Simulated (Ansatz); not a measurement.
Born–Oppenheimer molecular dynamics of H2 + H4N (7 atoms, charge 1, multiplicity 1). It goes on from the last frame of an earlier run, with new velocities.

Computed with RKS PBE0-D4/cc-pVDZ in Ansatz 0.2.0.

```json
{
  "ensemble": "NVT, Langevin thermostat",
  "time step": "1 fs",
  "steps asked": "400",
  "set temperature": "400 K",
  "friction": "0.05 /fs",
  "masses": "H 2.014 u",
  "seed": "44897"
}
```

Frames 5 fs apart, positions in Å.

Velocities at 110.0 fs (Å/ps):

```
N 1.34 -3.47 2.46
H -13.20 -9.11 -10.04
H 11.99 21.19 21.70
H -1.26 8.16 -14.32
H 3.01 -15.85 -17.21
H 10.17 -4.06 16.83
H 2.20 21.77 10.40
```

```xyz
7
Properties=species:S:1:pos:R:3 time_fs=110.0 energy_less_start_eV=0.084 T=390
N -0.166 0.020 -0.965
H -0.750 -0.509 -1.647
H 0.485 -0.618 -0.464
H -0.633 0.588 -0.301
H 0.533 0.666 -1.420
H -0.099 0.250 2.877
H -0.065 -0.522 2.893
7
Properties=species:S:1:pos:R:3 time_fs=115.0 energy_less_start_eV=0.202 T=364
N -0.144 -0.005 -0.981
H -0.794 -0.488 -1.685
H 0.487 -0.582 -0.402
H -0.708 0.680 -0.313
H 0.467 0.563 -1.517
H -0.039 0.270 2.970
H -0.049 -0.477 2.903
7
Properties=species:S:1:pos:R:3 time_fs=120.0 energy_less_start_eV=0.042 T=224
N -0.151 -0.007 -0.975
H -0.758 -0.479 -1.610
H 0.439 -0.640 -0.389
H -0.690 0.655 -0.395
H 0.434 0.534 -1.629
H -0.009 0.299 3.065
H -0.033 -0.490 2.935
7
Properties=species:S:1:pos:R:3 time_fs=125.0 energy_less_start_eV=0.037 T=217
N -0.151 -0.014 -0.973
H -0.800 -0.583 -1.583
H 0.349 -0.665 -0.341
H -0.640 0.690 -0.455
H 0.429 0.504 -1.611
H 0.021 0.281 3.100
H -0.033 -0.453 2.985
7
Properties=species:S:1:pos:R:3 time_fs=130.0 energy_less_start_eV=0.026 T=161
N -0.156 -0.036 -0.992
H -0.793 -0.625 -1.552
H 0.337 -0.669 -0.349
H -0.703 0.720 -0.426
H 0.491 0.482 -1.593
H 0.058 0.310 3.114
H -0.026 -0.450 2.984
7
Properties=species:S:1:pos:R:3 time_fs=135.0 energy_less_start_eV=0.054 T=170
N -0.168 -0.022 -1.000
H -0.782 -0.648 -1.536
H 0.343 -0.653 -0.418
H -0.699 0.623 -0.450
H 0.542 0.436 -1.609
H 0.062 0.315 3.099
H 0.004 -0.390 2.959
7
Properties=species:S:1:pos:R:3 time_fs=140.0 energy_less_start_eV=0.037 T=197
N -0.168 -0.032 -1.007
H -0.787 -0.628 -1.576
H 0.342 -0.749 -0.431
H -0.697 0.665 -0.446
H 0.526 0.402 -1.600
H 0.076 0.388 3.104
H 0.036 -0.393 2.925
7
Properties=species:S:1:pos:R:3 time_fs=145.0 energy_less_start_eV=0.033 T=214
N -0.165 -0.072 -1.013
H -0.827 -0.568 -1.633
H 0.322 -0.759 -0.416
H -0.694 0.682 -0.453
H 0.511 0.447 -1.614
H 0.060 0.374 3.129
H 0.099 -0.314 2.913
7
Properties=species:S:1:pos:R:3 time_fs=150.0 energy_less_start_eV=0.138 T=154
N -0.186 -0.074 -1.032
H -0.863 -0.587 -1.671
H 0.259 -0.760 -0.384
H -0.593 0.607 -0.458
H 0.484 0.459 -1.584
H 0.028 0.448 3.186
H 0.187 -0.309 2.915
7
Properties=species:S:1:pos:R:3 time_fs=155.0 energy_less_start_eV=0.065 T=225
N -0.216 -0.092 -1.053
H -0.874 -0.595 -1.628
H 0.226 -0.751 -0.410
H -0.639 0.613 -0.385
H 0.503 0.442 -1.580
H 0.045 0.423 3.263
H 0.246 -0.204 2.951
7
Properties=species:S:1:pos:R:3 time_fs=160.0 energy_less_start_eV=-0.015 T=195
N -0.237 -0.074 -1.058
H -0.946 -0.578 -1.626
H 0.251 -0.754 -0.448
H -0.704 0.607 -0.453
H 0.486 0.427 -1.594
H -0.004 0.459 3.353
H 0.292 -0.175 2.980
7
Properties=species:S:1:pos:R:3 time_fs=165.0 energy_less_start_eV=0.028 T=260
N -0.237 -0.078 -1.073
H -1.023 -0.516 -1.615
H 0.276 -0.782 -0.497
H -0.759 0.610 -0.474
H 0.420 0.399 -1.688
H 0.041 0.449 3.394
H 0.282 -0.149 3.040
```

Of the whole run (400 fs, mean temperature of the second half 432 K): A run of 0.4 ps of so small a system gives no equilibrium averages. Limits of this set-up: the dipole of an ion depends on the origin.

The run took 3.7 min on 1 thread of Arm Neoverse V1 (shared host), peak memory 0.09 GiB.
